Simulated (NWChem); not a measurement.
Species: pyrazine (C4H4N2); SMILES c1cnccn1

```xyz
10

C      1.1347    -0.6965     0.0000
C      1.1322     0.7006     0.0000
N     -0.0025     1.4092     0.0000
C     -1.1347     0.6965     0.0000
C     -1.1322    -0.7006     0.0000
N      0.0025    -1.4092     0.0000
H      2.0697    -1.2538     0.0000
H      2.0652     1.2612     0.0000
H     -2.0697     1.2538     0.0000
H     -2.0652    -1.2612     0.0000
```
Atoms are numbered in this order, from 1.

Program: NWChem. Pople sets run with spherical d functions. Geometry: optimised at B3LYP/6-31G* (spherical d). Level: PBE/6-31G* with SMD (1 M gas to 1 M solution), gas-phase geometry.

Question: Among these, which solvent gives the highest value of “solvation free energy (kcal/mol)”?
A) 1,4-dioxane
B) cyclohexanone
C) methanol
D) anisole

Answer: A, 1,4-dioxane. Values: methanol -4.8; cyclohexanone -4.7; anisole -4.5; 1,4-dioxane -2.3
